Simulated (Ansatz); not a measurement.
System: phosphane, PH₃, net charge 0, singlet state. 
Geometry from a B3LYP-D3(BJ)/def2-TZVP (Ansatz, a program for electronic structure) optimisation:
```
P
H 1 1.4188
H 1 1.4188 2 93.38
H 1 1.4188 2 93.38 3 93.59
```

Basis-set convergence of Hartree-Fock and CCSD correlation energies (hartree) with Ansatz. Valence correlation only, unless marked. Spin-orbit coupling is left out. Non-relativistic.

```csv
basis,functions,E(HF),"E(corr, CCSD)"
aug-cc-pV(D+d)Z,59,-342.47746,-0.17211
aug-cc-pV(T+d)Z,124,-342.49035,-0.20149
aug-cc-pV(Q+d)Z,227,-342.49374,-0.20933
```

Extrapolating the two largest sets (X = 3 and 4) as X^-3: E(corr) = (64·(-0.20933) - 27·(-0.20149))/37 = -0.2151 Eh, an estimate of the basis-set limit. The largest set recovers 97.3 % of it, the smallest 80.0 %.
